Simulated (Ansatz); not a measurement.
# Changing the shape of NaOH, singlet

Computed with Ansatz's Gaussian-basis code (development build). Basis def2-SVP, nonrelativistic, 6 orbitals frozen in the corrections; active space CAS(8,5). Restricted Hartree–Fock, then the lowest state-specific CASSCF solution met for each case. A minimal or small basis: far from the basis limit. On stretched bonds single-reference methods can fail or change state. Unlike active orbitals can shift such differences by tenths of an eV, at times by over 1 eV.

Case A. A bond is stretched, to 1.26 times the sum of the covalent radii.

```json
{"atom": "Na", "x (Å)": "0.0000", "y (Å)": "0.0000", "z (Å)": "2.9250"}
{"atom": "O", "x (Å)": "0.0000", "y (Å)": "0.0000", "z (Å)": "0.0000"}
{"atom": "H", "x (Å)": "0.0000", "y (Å)": "0.0000", "z (Å)": "-0.9600"}
```

Case B:

```
atom   x (Å)   y (Å)    z (Å)
  Na  0.0000  0.0000   1.9500
   O  0.0000  0.0000   0.0000
   H  0.0000  0.0000  -0.9600
```

Energy less that of case A, in eV:

```csv
case,RHF/ROHF,CASSCF
B,-2.081,-2.082
```

Question: Give the SC-NEVPT2 energies against case A.

Answer: B: -2.106 eV (-48.6 kcal/mol).
